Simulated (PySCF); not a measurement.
Input of a run (PBE0-D3(BJ)/def2-SVP geometry optimisation, gas phase (PySCF 2.14.0)), started from GFN2-xTB:
```
{"job": {"xc": "PBE0", "basis": "def2-SVP", "d3": "d3bj", "grid": 1, "shake": 0.01, "kind": "geom"}, "charge": 0, "multiplicity": 1}
O     -0.908370     1.364230    -0.508910
C     -0.699990     0.283980    -0.148110
Cl    -1.936350    -0.907240     0.134020
C      0.728280    -0.285700     0.135880
O      0.927250    -1.395410     0.496840
Cl     1.913340     0.910130    -0.154380
```

Output (energies in Eh, forces in Eh/bohr):
```
step   0  E = -1146.04670491  max force = 0.043802
step   1  E = -1146.04809332  max force = 0.008660
step   2  E = -1146.04817838  max force = 0.004273
step   3  E = -1146.04831574  max force = 0.003219
step   4  E = -1146.04833680  max force = 0.001480
step   5  E = -1146.04835343  max force = 0.001240
step   6  E = -1146.04838022  max force = 0.001706
step   7  E = -1146.04842168  max force = 0.001846
step   8  E = -1146.04843170  max force = 0.001049
step   9  E = -1146.04843273  max force = 0.000284
optimisation converged
```

Problem. Summarise the run.

Solution. The energy falls by 4.5 kJ/mol over 10 energy and gradient evaluations, the largest force component goes from 0.0438 to 2.8e-04 Eh/bohr, and the atoms move by 0.027 Å rms after alignment. The bond that changes most is C4–Cl6 (ends: acyl halide carbon; chlorine bonded to C), which lengthens by 0.036 Å. Bonds longer at the end by more than 0.005 Å: 2 of 5; shorter: 1. Among the angles that change most is O5–C4–Cl6, from 126.3° to 124.2°. The energy never rose by more than 1e-6 Eh on the way. The first step brought 80 % of the lowering.

Problem. What are the final bond lengths?

Solution. O1=C2 1.180 Å, C2–Cl3 1.744 Å, C2–C4 1.549 Å, C4=O5 1.180 Å, C4–Cl6 1.745 Å. Numbering counts from 1 in the input's order; the species is oxalyl dichloride, `O=C(Cl)C(=O)Cl`.

The run used 92 basis functions and 73 SCF cycles in all.

No frequency check. The numbers are those of one conformer.

Shape of the structure used: `[O:1]=[C:2]([Cl:3])[C:4](=[O:5])[Cl:6]`: O1–C2–C4–O5 178°.
